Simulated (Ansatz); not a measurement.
System: graphite. Method: r²SCAN-D4 (PAW; Ansatz, a program for electronic structure).

Numerical settings: plane-wave cutoff 560 eV, 24×24×8 k mesh (along the axes of the cell as run), Fermi–Dirac smearing 0.05 eV, scalar-relativistic PAW data made under PBE.

Energies at three volumes about the minimum:

| V (Å³/atom) | E − E_lowest (meV/atom) |
|---|---|
| 8.623 | 0.40 |
| 8.799 | 0.00 |
| 8.975 | 0.36 |

**Question.** Fit a parabola by hand: where is the minimum, and what is the bulk modulus?

**Answer.** Slopes: (0.00 − 0.40)/(8.799 − 8.623) = -2.273 and (0.36 − 0.00)/(8.975 − 8.799) = 2.045 meV/Å³. Curvature E″ = 2 × (2.045 − (-2.273))/(8.975 − 8.623) = 24.534 meV/Å⁶. From the middle of the first interval, the slope vanishes at V0 = 8.7110 − (-2.273)/24.534 = 8.804 Å³/atom. B = V0 E″ = 8.804 × 24.534 meV/Å³ × 0.1602 GPa per meV/Å³ = 34.6 GPa. The full Birch–Murnaghan fit to all volumes gives V0 = 8.797 Å³/atom and B0 = 34.6 GPa.

Shape and atoms are relaxed at each volume.

Measured, for comparison: bulk modulus 33.8 ± 0.3 GPa (room temperature, not corrected to a static lattice, our sources range from 33.8 to 35.8; as tabulated in Ouyang et al. (2019), arXiv:1912.06187). Computed (rounded) less measured: bulk modulus +2 % (inside the range of the sources held).

Note: the bulk modulus comes from volumes at which shape and atoms were relaxed.
